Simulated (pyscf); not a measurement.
Optimised with ωB97X-D3(BJ)/def2-SVP in PySCF.

Problem. For F–W(F)(=Se)=Se + HF -> F–W(F)(F)(=Se)–SeH, an addition across a multiple bond or ene-type step (singlet surface; F–H broken, H–Se, F–W formed), PBE/def2-TZVP gives ΔE‡ = 8.2 kcal/mol and ΔE = -14.2 kcal/mol (zero: the separated reactants). In which direction and how far do r²SCAN/def2-TZVP, PBE0-D3(BJ)/def2-TZVP, ωB97M-D3(BJ)/def2-TZVP move these?

Solution. r²SCAN: ΔE‡ = 7.2 kcal/mol, ΔE = -17.6 kcal/mol; PBE0-D3(BJ): ΔE‡ = 10.7 kcal/mol, ΔE = -14.1 kcal/mol; ωB97M-D3(BJ): ΔE‡ = 12.4 kcal/mol, ΔE = -15.5 kcal/mol. PBE's barrier lies among them. Its reaction energy matches one of them and lies within 3.5 kcal/mol of the others. On the reactant side the descent ends in an adduct with a F–W contact, 1.5 kcal/mol under the separated species and 12.3 kcal/mol under the saddle at ωB97X-D3(BJ)/def2-TZVP. What is counted as formed (F–W) is already present as a longer contact in the reactant adduct; forming that adduct is a step of its own. This is the saddle that the search found; another between the same sides may lie lower. Elements up to Kr have no core potential and no relativistic terms here. Elements past Kr carry the def2 core potentials, without spin-orbit coupling.
